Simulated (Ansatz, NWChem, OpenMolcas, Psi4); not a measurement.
How methods differ on C2H2F4 (norflurane)

The species is C2H2F4 (8 atoms), meant as a singlet with charge 0. SMILES: `FCC(F)(F)F`. Geometry: relaxed at PBE0-D4/def2-TZVP.

Quantity: the vertical ionisation energy (to the doublet cation), in eV. The values are calculated.

```tsv
level	kind	program	value (eV)	CPU time (all runs)
BLYP/cc-pVDZ	GGA	OpenMolcas	11.89	2.5 min
PBE/cc-pVDZ	GGA	Ansatz	11.99	32 s
M06-L/cc-pVDZ	meta-GGA	OpenMolcas	12.48	3.5 min
TPSS/cc-pVDZ	meta-GGA	OpenMolcas	12.07	3.9 min
BHLYP/cc-pVDZ	global hybrid	OpenMolcas	13.46	2.9 min
TPSSh/cc-pVDZ	hybrid meta-GGA	Psi4	12.40	4.4 min
CAM-B3LYP/cc-pVDZ	range-separated hybrid	NWChem	13.03	2.6 min
MP2/cc-pVDZ	perturbation theory	Ansatz	14.34	23 s
```

The values span 11.89 to 14.34 eV. Times are those of the runs behind each value, whatever else they computed, on shared processors of several kinds: orders of magnitude only.
